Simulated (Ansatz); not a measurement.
The input (input.yaml):

```yaml
crystal:
  periodic: [false, false, false]
  atoms:
    - { symbol: B, position_ang: [0.008314, 0.362613, -0.639593] }
    - { symbol: O, position_ang: [0.946782, -0.696249, -0.42537] }
    - { symbol: H, position_ang: [-0.946962, 0.075504, -1.30385] }
    - { symbol: H, position_ang: [0.220165, 1.46957, -0.215086] }
    - { symbol: H, position_ang: [-0.686193, -0.580863, 1.161762] }
    - { symbol: H, position_ang: [-1.272037, -0.254832, 1.361897] }
    - { symbol: H, position_ang: [1.72993, -0.375742, 0.060138] }
basis:
  gaussian: { orbitals: def2-TZVP }
hamiltonian:
  xc: pbe
relax:
  f_tol: 0.03
  max_steps: 50
output:
  orbitals: {}
```

Command:

```bash
$ ansatz run input.yaml --threads 2 --pin off --max-ram 3072MiB --backend cpu --events-out ev --progress --plain --runs-dir out
```

Hardware: 2 threads of AMD EPYC 7R43 64-Core Processor (Zen 3), on a shared host.

**Question.** Roughly how long does this run take, and how much memory?

**Answer.** 6 s, with a peak of 0.14 GiB, for 10 ionic steps.
